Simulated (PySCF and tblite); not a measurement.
Results of a calculation; reference values are marked as such.
C4H6O2, numbered as in [O:1]=[C:2]([OH:3])[CH:4]1[CH2:5][CH2:6]1.

Level: B3LYP-D3(BJ)/def2-TZVP (IEF-PCM, chloroform)//PBE0-D3(BJ)/def2-SVP, thermal terms from GFN2-xTB, symmetry numbers and mirror pairs counted. Conformers within 3 kcal/mol (GFN2-xTB free energy) were kept, 6 at most. GIAO shieldings: WP04/pcSseg-1 (IEF-PCM, chloroform). Shifts are against TMS (¹H), TMS (¹³C) at the same level; of two unlike H on one atom, a is the less shielded. Programs: PySCF with density fitting and tblite.

Problem. Predict the averaged NMR shifts at 298.15 K.

Solution. ¹H: 1.61 (H4, 1H), 1.11 (H5a/H6a, 2H), 1.10 (H5b/H6b, 2H) ppm. ¹³C: 183.7 (C2), 16.7 (C4), 14.8 (C5/C6) ppm.

Problem. How do the conformers differ?

Solution. Torsions listed: O1–C2–O3–H3, O3–C2–C4–C5.
```csv
conformer,shape,weight %
1,"0°, -148°",81.4
2,"0°, 33°",18.6
```

```
 signal      1      2  average
     H4   1.64   1.47     1.61
H5a/H6a   1.08   1.24     1.11
H5b/H6b   1.10   1.10     1.10
     C2  184.1  182.2    183.7
     C4   16.2   18.6     16.7
  C5/C6   15.0   13.8     14.8
```

Problem. Which signal moves most, for its nucleus, between 150 and 400 K through the change of populations alone?

Solution. H4: 1.63 ppm at 150 K, 1.62 ppm at 200 K, 1.61 ppm at 250 K, 1.61 ppm at 298.15 K, 1.60 ppm at 400 K.

H on N, O and S are left out: they exchange, and hydrogen bonds move them by several ppm. Shifts are unscaled: against experiment ¹³C can be off by 15 ppm or more and ¹H by 0.8 ppm.
